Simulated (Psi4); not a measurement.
# AlFH (SMILES [F][AlH]): a chain of runs

Wanted: a geometry optimisation (UB3LYP-D4/6-31+G*), then vibrational wavenumbers, then a single-point energy (UMP2/cc-pVTZ), then the vertical excitations (TDA-B3LYP/6-31+G*) of AlFH. 

The results are computed with Psi4 1.11.

### 1 The system as given

The species is AlFH (3 atoms), typed as a doublet with charge 0. As SMILES, `[F][AlH]`. Geometry: relaxed at PBE0-D4/def2-TZVP. The run starts from this shape.

Bond lengths: F1–Al2 1.656 Å, Al2–H3 1.607 Å. Angles: F1–Al2–H3 115.5°.

### 2 A structure relaxation at UB3LYP-D4/6-31+G(d) (density fitting, Cartesian functions) (run 1)

The input, calc.in:

```
memory 1600 MB

molecule system {
  0 2
  F      0.907100     0.893200     0.585600
  Al    -0.432500     0.318000    -0.199500
  H     -0.485400    -1.276100    -0.399300
}

set {
  basis        6-31+G*
  reference    uks
  geom_maxiter 60
}

e_tot, wfn = optimize("b3lyp-d4", return_wfn=True)
```

Command:

```bash
$ psi4 calc.in calc.out -n 1
```

calc.out:

```text
Psi4 1.11 release

gradient() will perform analytic gradient computation.

   => Loading Basis Set <=

    Name: 6-31+G*
    Role: ORBITAL
    Keyword: BASIS

   => B3LYP-D4(BJ,EEQ)ATM: Empirical Dispersion <=

        a1 =       0.408680
        a2 =       4.538071
       alp =      16.000000
        s6 =       1.000000
        s8 =       2.029294
        s9 =       1.000000
        ga =       3.000000
        gc =       2.000000
        wf =       6.000000

[... 183 lines left out ...]
   @S^2 Expected:                7.500000000E-01
[... 326 lines left out ...]
   @DF-UKS iter   7:  -342.90805605035405   -8.30482e-11   5.70074e-08 DIIS
[... 238 lines left out ...]
   @DF-UKS iter   3:  -342.90809733647842   -1.03495e-07   1.41156e-05 DIIS
[... 237 lines left out ...]
                           Total Energy        Delta E     RMS |[F,P]|
[... 189 lines left out ...]
	  Convergence Criteria     1.00e-06 *    3.00e-04 *             o    1.20e-03 *             o
[... 4 lines left out ...]
Next Geometry in Ang
	Fragment 1 (Ang)

	    F   0.9437476422   0.3838066175   0.0000000000
	   Al  -0.6359796766  -0.2026271761   0.0000000000
	    H  -0.7681650521  -1.8114085316   0.0000000000

    Final optimized geometry and variables:
    Molecular point group: cs
    Full point group: Cs

    Geometry (in Angstrom), charge = 0, multiplicity = 2:

    F            0.943755639701     0.383968699357     0.000000000000
    AL          -0.635823978926    -0.202698516737     0.000000000000
    H           -0.768328747247    -1.811499272743     0.000000000000

    Psi4 run time: 0:00:14.13

[set-up sections that repeat, and orbital energies of the middle runs, are left out above]
```

On the terminal:

```text
Optimizer: Optimization complete!
```

It took 16 s on 1 thread of Intel Xeon Platinum 8259CL at 2.50GHz (Skylake/Cascade Lake), shared host; peak memory 0.31 GiB.

Steps, from the record of the run:

| step | energy from the first frame kept (eV) | largest force (eV/Å) |
| --- | --- | --- |
| 0 | 0.0000 | 0.8074 |
| 1 | -0.0105 | 0.2472 |
| 2 | -0.0116 | 0.0211 |
| 3 | -0.0116 | 0.0049 |

After the run. Bond lengths: F1–Al2 1.685 Å, Al2–H3 1.614 Å. Angles: F1–Al2–H3 115.1°.

### 3 Vibrational wavenumbers at UB3LYP-D4/6-31+G(d) (density fitting, Cartesian functions) (run 2)

The input, alfh.py:

```python
import psi4

psi4.set_memory(1600000000)
psi4.set_num_threads(1)
psi4.core.set_output_file('alfh.out', False)

molecule = psi4.geometry("""
0 2
F
Al 1 1.685008
H 2 1.614248 1 115.08376
""")

psi4.set_options({
    'reference': 'uks',
    't': 298.15,
    'rotational_symmetry_number': 1,
})

energy_value = psi4.frequency('b3lyp-d4/6-31+G*')
print('E =', round(energy_value, 9))
for k, v in sorted(psi4.core.scalar_variables().items()):
    print(f'{k:45s} {v:18.10f}')
```

Command:

```bash
$ python alfh.py
```

alfh.out:

```text
Psi4 1.11 release

gradient() will perform analytic gradient computation.

   => Loading Basis Set <=

    Name: 6-31+G*
    Role: ORBITAL
    Keyword: BASIS

   => B3LYP-D4(BJ,EEQ)ATM: Empirical Dispersion <=

        a1 =       0.408680
        a2 =       4.538071
       alp =      16.000000
        s6 =       1.000000
        s8 =       2.029294
        s9 =       1.000000
        ga =       3.000000
        gc =       2.000000
        wf =       6.000000

[... 452 lines left out ...]
   @Spin Contamination Metric:   3.040414691E-03
[... 434 lines left out ...]
    Total Energy =                       -342.9080976907366676
[... 562 lines left out ...]
   @DF-UKS iter   7:  -342.90809668623416   -5.08138e-07   8.11460e-06 DIIS
[... 439 lines left out ...]
  @DF-UKS Final Energy:  -342.90809697894866
[... 600 lines left out ...]
    Translational S                         37.467 [cal/(mol K)]      156.760 [J/(mol K)]       0.05970689 [mEh/K] (mol. weight = 46.9878 [u], P = 101325.00 [Pa])
[... 58 lines left out ...]
[set-up sections that repeat, and orbital energies of the middle runs, are left out above]
```

Standard output:

```text
Warning: used thermodynamics relations inappropriate for low-frequency modes: ['570.8592']
E = -342.908097858
B3LYP-D4(BJ,EEQ)ATM DISPERSION CORRECTION ENERGY      -0.0015902617
CURRENT ENERGY                                   -342.9080978581
CURRENT REFERENCE ENERGY                         -342.9080978581
DD SOLVATION ENERGY                                 0.0000000000
DFT FUNCTIONAL TOTAL ENERGY                      -342.9065075964
DFT TOTAL ENERGY                                 -342.9080978581
DFT VV10 ENERGY                                     0.0000000000
DFT XC ENERGY                                     -23.7866234553
DISPERSION CORRECTION ENERGY                       -0.0015902617
ENTHALPY                                         -342.8969237869
ENTHALPY CORRECTION                                 0.0111740712
FINDIF NUMBER                                      11.0000000000
GIBBS FREE ENERGY                                -342.9249040857
GIBBS FREE ENERGY CORRECTION                       -0.0168062276
GRID ELECTRONS ALPHA                               11.9999981770
GRID ELECTRONS BETA                                10.9999980694
GRID ELECTRONS TOTAL                               22.9999962465
NUCLEAR REPULSION ENERGY                           42.7161257867
ONE-ELECTRON ENERGY                              -562.2077360455
PCM POLARIZATION ENERGY                             0.0000000000
PE ENERGY                                           0.0000000000
SCF ITERATION ENERGY                             -342.9080978581
SCF ITERATIONS                                     12.0000000000
SCF TOTAL ENERGY                                 -342.9080978581
THERMAL ENERGY                                   -342.8978679714
THERMAL ENERGY CORRECTION                           0.0102298867
TWO-ELECTRON ENERGY                               200.3717261177
ZERO K ENTHALPY                                  -342.9009609241
ZPVE                                                0.0071369340
```

Wall time 44 s (1 thread of Intel Xeon Platinum 8259CL at 2.50GHz (Skylake/Cascade Lake), shared host); peak memory 0.31 GiB.

### 4 The energy at UMP2/cc-pVTZ (density fitting, density fitting for correlation) (run 3)

The input, input.inp:

```
memory 1.6 GB

molecule geom {
  0 2
  F
  Al 1 1.685008
  H 2 1.614248 1 115.08376
  units angstrom
}

set reference uhf
set freeze_core true

E, wfn = energy("mp2/cc-pVTZ", return_wfn=True)
print_variables()
```

Command:

```bash
$ psi4 -i input.inp -o input.out -n 1
```

input.out:

```text
Psi4 1.11 release

    SCF Algorithm Type (re)set to DF.

   => Loading Basis Set <=

    Name: CC-PVTZ
    Role: ORBITAL
    Keyword: BASIS

         ---------------------------------------------------------
                                   SCF
                              UHF Reference
                        1 Threads,   1525 MiB Core
         ---------------------------------------------------------

  ==> Geometry <==

    Molecular point group: cs
    Full point group: Cs

[... 98 lines left out ...]
   @DF-UHF iter   3:  -342.02058364218226   -2.39700e-02   3.48621e-04 DIIS/ADIIS
[... 9 lines left out ...]
   @DF-UHF iter  13:  -342.02141881050056   -2.89901e-12   9.23985e-09 DIIS
[... 56 lines left out ...]
    One-Electron Energy =                -562.5205267954652300
[... 66 lines left out ...]
	 Correlation Energy        =      -0.3146857429565982 [Eh]
[... 40 lines left out ...]
  "SCS-MP2 TOTAL ENERGY"                 =>    -342.332388837667
[... 2 lines left out ...]
  Array Variable Map:
  ----------------------------------------------------------------------------
  "CURRENT DIPOLE"                       =>      -0.197163044589 ... 0.000000000000 1 by 3
  "SCF DIPOLE"                           =>      -0.197163044589 ... 0.000000000000 1 by 3
  "SCF TOTAL ENERGIES"                   =>    -341.125516523212 ... -342.021418810501 1 by 14

    Psi4 run time: 0:00:01.69
```

It took 2.9 s on 1 thread of Intel Xeon Platinum 8259CL at 2.50GHz (Skylake/Cascade Lake), shared host; peak memory 0.29 GiB.

### 5 The excited states at TDA-B3LYP/6-31+G(d) (density fitting, Cartesian functions, save jk yes) (run 4)

The input, alfh.xyz:

```xyz
3
AlFH
F      0.921269     0.898642     0.593835
Al    -0.442414     0.314578    -0.205220
H     -0.487081    -1.287084    -0.401387
```

The input, run.py:

```python
import psi4

psi4.set_memory(1600000000)
psi4.set_num_threads(1)
psi4.core.set_output_file('alfh.out', False)

with open('alfh.xyz') as f:
    atoms = ''.join(f.readlines()[2:])
m = psi4.geometry('0 2\n' + atoms + '')

psi4.set_options({
    'basis': '6-31+G*',
    'reference': 'uks',
    'save_jk': True,
})

from psi4.driver.procrouting.response.scf_response import tdscf_excitations
result, w = psi4.energy("B3LYP", return_wfn=True)
states = tdscf_excitations(w, states=4, tda=True)
for k, s in enumerate(states, 1):
    print(f"root {k}: {s['EXCITATION ENERGY'] * 27.211386:.4f} eV  f = {s['OSCILLATOR STRENGTH (LEN)']:.4f}  {s['SYMMETRY']}")
print(f'B3LYP energy: {result:.10f} Eh')
for k, v in sorted(psi4.core.scalar_variables().items()):
    print(f'{k:45s} {v:18.10f}')
```

Command:

```bash
$ python run.py
```

alfh.out:

```text
=> Loading Basis Set <=

    Name: 6-31+G*
    Role: ORBITAL
    Keyword: BASIS

         ---------------------------------------------------------
                                   SCF
                              UKS Reference
                        1 Threads,   1525 MiB Core
         ---------------------------------------------------------

  ==> Geometry <==

    Molecular point group: cs
    Full point group: Cs

    Geometry (in Angstrom), charge = 0, multiplicity = 2:

[... 147 lines left out ...]
   @DF-UKS iter SAD:  -342.34770885751220   -3.42348e+02   0.00000e+00
[... 8 lines left out ...]
   @DF-UKS iter   9:  -342.90650759679988   -3.78594e-09   3.70283e-07 DIIS
[... 59 lines left out ...]
    Nuclear Repulsion Energy =             42.7161311913781176
[... 31 lines left out ...]
 Dipole Z            :          0.0000000            0.0000000            0.0000000
[... 106 lines left out ...]
Excited State    4 (1 App):   0.23364 au   195.02 nm f = 0.0085
[... 8 lines left out ...]
******************************************************************************************
**********                               WARNING                                **********
**********       The names of excited state variables changed between 1.5       **********
**********     and 1.6. For a quick solution, remove the symmetry specifier     **********
**********   from the variable name. For full details, see 'Notes on Psivars'   **********
**********                        in the documentation.                         **********
******************************************************************************************
```

Standard output:

```text
root 1: 2.7831 eV  f = 0.0477  App
root 2: 4.6466 eV  f = 0.0599  Ap
root 3: 5.2304 eV  f = 0.0635  Ap
root 4: 6.3576 eV  f = 0.0085  App
B3LYP energy: -342.9065075968 Eh
CURRENT ENERGY                                   -342.9065075968
CURRENT REFERENCE ENERGY                         -342.9065075968
DD SOLVATION ENERGY                                 0.0000000000
DFT FUNCTIONAL TOTAL ENERGY                      -342.9065075968
DFT TOTAL ENERGY                                 -342.9065075968
DFT VV10 ENERGY                                     0.0000000000
DFT XC ENERGY                                     -23.7866181418
GRID ELECTRONS ALPHA                               11.9999981770
GRID ELECTRONS BETA                                10.9999980695
GRID ELECTRONS TOTAL                               22.9999962464
NUCLEAR REPULSION ENERGY                           42.7161311914
ONE-ELECTRON ENERGY                              -562.2077048661
PCM POLARIZATION ENERGY                             0.0000000000
PE ENERGY                                           0.0000000000
SCF ITERATION ENERGY                             -342.9065075968
SCF ITERATIONS                                      9.0000000000
SCF TOTAL ENERGY                                 -342.9065075968
TWO-ELECTRON ENERGY                               200.3716842198
XC GRID RADIAL POINTS                              75.0000000000
XC GRID SPHERICAL POINTS                          302.0000000000
XC GRID TOTAL POINTS                            66469.0000000000
```

It took 12 s on 1 thread of Intel Xeon Platinum 8259CL at 2.50GHz (Skylake/Cascade Lake), shared host; peak memory 0.28 GiB.

The roots found:

```csv
excited state,energy (eV),strength,label
1,2.783,0.0477,App 1
2,4.647,0.0599,Ap 1
3,5.230,0.0635,Ap 1
4,6.358,0.0085,App 1
```

### 6 Outcome

```
                                                                               quantity             value
                                      run 1, UB3LYP-D4/6-31+G*: total energy at the end     -342.90810 Eh
                                                run 1, UB3LYP-D4/6-31+G*: dipole moment            1.98 D
                           run 1, UB3LYP-D4/6-31+G*: HOMO energy (highest over α and β)          -6.00 eV
                            run 1, UB3LYP-D4/6-31+G*: LUMO energy (lowest over α and β)          -3.11 eV
                                            run 1, UB3LYP-D4/6-31+G*: dispersion energy      -4.18 kJ/mol
                                                         run 1, UB3LYP-D4/6-31+G*: ⟨S²⟩             0.753
                                   run 2, UB3LYP-D4/6-31+G*: lowest harmonic wavenumber          571 cm⁻¹
                                  run 2, UB3LYP-D4/6-31+G*: highest harmonic wavenumber         1775 cm⁻¹
                                            run 2, UB3LYP-D4/6-31+G*: zero-point energy       18.7 kJ/mol
    run 2, UB3LYP-D4/6-31+G*: ideal-gas entropy at 298.15 K (symmetry number 1 as used)  58.9 cal/(mol K)
                                                      run 3, UMP2/cc-pVTZ: total energy     -342.33610 Eh
        run 3, UMP2/cc-pVTZ: HOMO energy (Hartree–Fock orbitals) (highest over α and β)          -8.95 eV
         run 3, UMP2/cc-pVTZ: LUMO energy (Hartree–Fock orbitals) (lowest over α and β)           0.67 eV
                       run 3, UMP2/cc-pVTZ: correlation energy (6 core orbitals frozen)        -314.7 mEh
                                                              run 3, UMP2/cc-pVTZ: ⟨S²⟩             0.758
                            run 4, TDA-B3LYP/6-31+G*: ground-state or mean-field energy     -342.90651 Eh
                      run 4, TDA-B3LYP/6-31+G*: dipole moment (B3LYP Kohn–Sham density)            1.98 D
run 4, TDA-B3LYP/6-31+G*: HOMO energy (B3LYP Kohn–Sham orbitals) (highest over α and β)          -6.00 eV
 run 4, TDA-B3LYP/6-31+G*: LUMO energy (B3LYP Kohn–Sham orbitals) (lowest over α and β)          -3.11 eV
                                                         run 4, TDA-B3LYP/6-31+G*: ⟨S²⟩             0.753
                                     run 4, TDA-B3LYP/6-31+G*: lowest excitation energy           2.78 eV
```

What this shows: The optimisation (run 1, UB3LYP-D4/6-31+G*) took 4 steps and changed the energy by -0.012 eV. All 3 modes are real, so the shape is a minimum at this level. The brightest of the 4 transitions from the ground state lies at 5.23 eV (237 nm, f = 0.063); the lowest, at 2.78 eV, has f = 0.048. Roots above 6.0 eV lie over the negative of the HOMO energy, where a finite basis gives discretised continuum or poorly described Rydberg states.
